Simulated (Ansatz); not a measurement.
Results of PBE-D3(BJ) (PAW; Ansatz, a program for electronic structure) for bcc K.

Run with plane-wave cutoff 520 eV, 16×16×16 k mesh, Fermi–Dirac smearing 0.05 eV, scalar-relativistic PAW data made under PBE.

Cell (relaxed at this level):

```
CELL_PARAMETERS angstrom
     -2.58142     2.58142     2.58142
      2.58142    -2.58142     2.58142
      2.58142     2.58142    -2.58142
ATOMIC_POSITIONS crystal
  K  0.00000 0.00000 0.00000
```

### Question
Predict the bulk modulus and pressure derivative B′ of the bulk modulus.

### Answer

bulk modulus: 4.15 GPa
pressure derivative B′ of the bulk modulus: 3.7

The run finds no gap.

Measured, for comparison: bulk modulus 3.75 GPa (corrected for temperature and zero-point phonon effects; as tabulated in Levämäki et al. (2014), arXiv:1402.3671). Computed (rounded) less measured: bulk modulus +11 %.

The computed numbers hold no vibrational or temperature effects.

It cost around 70 core-seconds (rough) of CPU time.
